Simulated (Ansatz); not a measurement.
Task: Name a neutral molecule of C, F, S and H with LUMO energy (ωB97M-V/def2-TZVPP) between -0.25 and 0.05 eV and size of the dipole moment (ωB97M-V/def2-TZVPP) between 3.00 and 3.30 D (Ansatz, PBE0-D4/def2-TZVP geometry).

Result: `CC(C)(F)C=S` (-0.06 eV, 3.24 D). Other molecules can fit too; these were computed, each in one conformer that needn't be the lowest.
